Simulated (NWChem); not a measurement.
Species: SiH2, singlet; SMILES [SiH2]

```xyz
3

Si     0.0000     0.0000     0.1809
H      1.0934     0.0000    -0.8898
H     -1.0934     0.0000    -0.8898
```
Atoms are numbered in this order, from 1.

Results from NWChem. Low-valent species are run as closed-shell singlets; no triplet was tried in these runs. Structure relaxed at the B3LYP/6-31G* (spherical d) level. Solvent water, SMD (1 M gas to 1 M solution), gas-phase geometry. Reactions with the solvent are ignored.

**Question.** Taking B3LYP/cc-pVQZ as the yardstick, which of these has the fewest basis functions while keeping “dipole in solution (D)” within 0.1 D of it: B3LYP/cc-pVDZ; B3LYP/cc-pVTZ; B3LYP/aug-cc-pVDZ; B3LYP/aug-cc-pVTZ?

**Answer.** B3LYP/aug-cc-pVDZ.
```json
[
 {"level": "B3LYP/cc-pVDZ", "basis functions": "28", "dipole in solution (D)": "0.25", "relative time (rough)": "1"},
 {"level": "B3LYP/aug-cc-pVDZ", "basis functions": "45", "dipole in solution (D)": "0.18", "relative time (rough)": "1"},
 {"level": "B3LYP/cc-pVTZ", "basis functions": "62", "dipole in solution (D)": "0.12", "relative time (rough)": "3"},
 {"level": "B3LYP/aug-cc-pVTZ", "basis functions": "96", "dipole in solution (D)": "0.12", "relative time (rough)": "5"},
 {"level": "B3LYP/cc-pVQZ", "basis functions": "119", "dipole in solution (D)": "0.10", "relative time (rough)": "9"}
]
```

The yardstick is one finite set, not the basis-set limit.
